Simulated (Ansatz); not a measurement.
# [CF2]+ (SMILES F[C+]F) at U-revPBE/cc-pVTZ

Aim: the energy change on altering one bond length of [CF2]+ at U-revPBE/cc-pVTZ, from 2 runs. 

Program for the calculation: Ansatz 0.2.0.

1 further run of the same task is left out (set aside as unsound or not needed).

### 1 The system as given

The species is [CF2]+ (3 atoms), meant as a doublet with charge +1. SMILES: `F[C+]F`. The shape is that of a PBE0-D4/def2-TZVP optimisation.

Bond lengths: F1–C2 1.214 Å, C2–F3 1.214 Å. Angles: F1–C2–F3 124.6°.

### 2 The energy at U-revPBE/cc-pVTZ

File input.yaml:

```yaml
crystal:
  periodic: [false, false, false]
  atoms:
    - {symbol: F, position_ang: [0.379110, 0.972980, 0.316190]}
    - {symbol: C, position_ang: [0.275710, -0.221360, 0.127270]}
    - {symbol: F, position_ang: [-0.654830, -0.751620, -0.443470]}
basis:
  gaussian:
    orbitals: cc-pVTZ
magnetization:
  spin_polarized: true
  initial_magnetization: 1
accuracy: high
total_charge: 1
hamiltonian:
  xc: {name: revPBE}
output: {orbitals: {seedname: orbitals}}
```

Launch:

```console
$ ansatz run input.yaml --threads 1 --pin off --max-ram 3480MiB --events-out events.jsonl --progress --plain --runs-dir runs
```

Output:

```text
Warning: RAYON_NUM_THREADS=1 ignored (pool sized by the plan → 1); use --threads N
Functional definition: revPBE
  name "revPBE"
  parameter kappa = 1.245
  parameter beta = 0.06672455060314922
  exchange = pbe_x(kappa = kappa, mu = beta*pi^2/3)
  correlation = pbe_c(beta = beta)
1443 factors; integrals over basis functions are off by at most 3.3e-9 eV
mean field evaluation 1: about -6450.5317 eV, gradient 5.5e1 eV
mean field evaluation 2: about -6422.7555 eV, gradient 1.1e2 eV
mean field evaluation 4: about -6457.6830 eV, gradient 2.0e0 eV
mean field evaluation 8: about -6457.6933 eV, gradient 6.3e-2 eV
mean field evaluation 16: about -6457.6933 eV, gradient 1.2e-5 eV
mean field -6457.69328916 eV, -237.3158511948 hartree, gradient 1.4e-8 eV, S^2 0.752929; 0 other end points of the search recorded, 0 dependent functions left out
reference -6457.69329123 eV, -237.3158512710 hartree; 12, 11 occupied and 78, 79 virtual orbitals, 1443 factors
Total energy: -6457.69329123 eV, -237.3158512710 hartree
```

Wall time 3.9 s (1 thread of Arm Neoverse V1, shared host); peak memory 0.19 GiB.

### 3 The distorted shape

File job.yaml:

```yaml
crystal:
  periodic: [false, false, false]
  atoms:
    - {symbol: F, position_ang: [1.123558, 1.397197, 0.772792]}
    - {symbol: C, position_ang: [1.020158, 0.202857, 0.583872]}
    - {symbol: F, position_ang: [-0.654830, -0.751620, -0.443470]}
basis:
  gaussian:
    orbitals: cc-pVTZ
total_charge: 1
magnetization:
  spin_polarized: true
  initial_magnetization: 1
hamiltonian:
  xc: {name: revPBE}
accuracy: high
output:
  orbitals: {seedname: orbitals}
```

Launch:

```console
$ ansatz run job.yaml --threads 1 --pin off --max-ram 3480MiB --events-out events.jsonl --progress --plain --runs-dir runs
```

Output:

```text
Warning: RAYON_NUM_THREADS=1 ignored (pool sized by the plan → 1); use --threads N
Functional definition: revPBE
  name "revPBE"
  parameter kappa = 1.245
  parameter beta = 0.06672455060314922
  exchange = pbe_x(kappa = kappa, mu = beta*pi^2/3)
  correlation = pbe_c(beta = beta)
1357 factors; integrals over basis functions are off by at most 3.6e-9 eV
mean field evaluation 1: about -6432.9145 eV, gradient 7.6e1 eV
mean field evaluation 2: about -6083.7838 eV, gradient 1.9e2 eV
mean field evaluation 4: about -6443.8532 eV, gradient 5.6e1 eV
mean field evaluation 8: about -6454.3070 eV, gradient 2.1e-1 eV
mean field evaluation 16: about -6454.3076 eV, gradient 4.2e-3 eV
mean field evaluation 32: about -6453.7242 eV, gradient 1.0e1 eV
mean field evaluation 64: about -6454.2198 eV, gradient 2.6e0 eV
mean field -6454.30757494 eV, -237.1914284921 hartree, gradient 8.6e-8 eV, S^2 0.754332; 7 other end points of the search recorded, 0 dependent functions left out
reference -6454.30757696 eV, -237.1914285664 hartree; 12, 11 occupied and 78, 79 virtual orbitals, 1357 factors
Total energy: -6454.30757696 eV, -237.1914285664 hartree
```

Wall time 14 s (1 thread of Arm Neoverse V1, shared host); peak memory 0.18 GiB.

### 4 Summary of results

Level: U-revPBE/cc-pVTZ.

```
                                                         quantity          value
                                        first shape: total energy  -237.31585 Eh
                  first shape: HOMO energy (highest over α and β)      -17.02 eV
                   first shape: LUMO energy (lowest over α and β)      -14.11 eV
                                                first shape: ⟨S²⟩          0.753
                                    distorted shape: total energy  -237.19143 Eh
              distorted shape: HOMO energy (highest over α and β)      -16.89 eV
               distorted shape: LUMO energy (lowest over α and β)      -15.71 eV
                                            distorted shape: ⟨S²⟩          0.754
energy change with the C2–F3 bond stretched from 1.214 to 2.185 Å       3.386 eV
```

**Reading.** With the C2–F3 bond stretched from 1.214 to 2.185 Å the energy rises by 3.39 eV (327 kJ/mol). The first shape isn't relaxed at this level, so the change isn't measured from a minimum.
